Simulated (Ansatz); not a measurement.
Process, species as SMILES: FCF → F[CH-]F + H+
B3LYP-D3(BJ)/def2-TZVP geometries, fixed; electronic energies without zero-point terms.
Largest species:
```
C
F 1 1.3618
F 1 1.3618 2 108.56
H 1 1.0913 2 108.69 3 -118.06
H 1 1.0913 4 113.42 3 -121.01
```

Basis-set convergence of the deprotonation energy at B3LYP with Ansatz (a first-principles code). Cartesian d functions, on some or all atoms, in 6-31G*, 6-31+G*; all else is spherical. The program fits the integrals of some runs and decomposes those of others, by size. No added dispersion term, no relativity. Functions are those of the species that has most. Reference: the value in aug-pcseg-3, 405.13 kcal/mol, itself unsure by roughly 0.19 kcal/mol (its mean distance from aug-cc-pVQZ, def2-QZVPPD). Deviations are taken from unrounded values.

| basis | functions | deprotonation energy (kcal/mol) |
|---|---|---|
| 6-31G* | 49 | 428.33 |
| 6-31+G* | 61 | 402.34 |
| cc-pVDZ | 52 | 422.03 |
| aug-cc-pVDZ | 87 | 401.44 |
| def2-SVP | 52 | 422.71 |
| def2-SVPD | 82 | 404.58 |
| pcseg-1 | 52 | 413.95 |
| aug-pcseg-1 | 87 | 402.02 |
| 6-311G** | 66 | 418.04 |
| 6-311+G** | 78 | 402.86 |
| def2-TZVP | 105 | 409.64 |
| def2-TZVPD | 135 | 405.28 |
| cc-pVTZ | 118 | 414.89 |
| aug-cc-pVTZ | 184 | 404.76 |
| pcseg-2 | 118 | 408.05 |
| aug-pcseg-2 | 184 | 404.97 |
| def2-TZVPP | 121 | 409.87 |
| def2-TZVPPD | 151 | 405.52 |
| cc-pVQZ | 225 | 410.75 |
| aug-cc-pVQZ | 332 | 405.11 |
| def2-QZVPP | 231 | 407.65 |
| def2-QZVPPD | 261 | 405.49 |
| pcseg-3 | 246 | 406.00 |
| aug-pcseg-3 | 353 | 405.13 |

What the diffuse functions change, pair by pair:
- 6-31G* to 6-31+G*: 12 more functions, deviation 23.20 to -2.79 kcal/mol
- cc-pVDZ to aug-cc-pVDZ: 35 more functions, deviation 16.90 to -3.69 kcal/mol
- def2-SVP to def2-SVPD: 30 more functions, deviation 17.58 to -0.55 kcal/mol
- pcseg-1 to aug-pcseg-1: 35 more functions, deviation 8.81 to -3.11 kcal/mol
- 6-311G** to 6-311+G**: 12 more functions, deviation 12.90 to -2.28 kcal/mol
- def2-TZVP to def2-TZVPD: 30 more functions, deviation 4.51 to 0.15 kcal/mol
- cc-pVTZ to aug-cc-pVTZ: 66 more functions, deviation 9.76 to -0.37 kcal/mol
- pcseg-2 to aug-pcseg-2: 66 more functions, deviation 2.92 to -0.16 kcal/mol
- def2-TZVPP to def2-TZVPPD: 30 more functions, deviation 4.74 to 0.39 kcal/mol
- cc-pVQZ to aug-cc-pVQZ: 107 more functions, deviation 5.62 to -0.03 kcal/mol
- def2-QZVPP to def2-QZVPPD: 30 more functions, deviation 2.51 to 0.35 kcal/mol
- pcseg-3 to aug-pcseg-3: 107 more functions, deviation 0.86 to 0.00 kcal/mol

Leaving out the reference's own pair, they bring the value nearer the reference by more than 0.19 kcal/mol in 11 of 11 pairs.
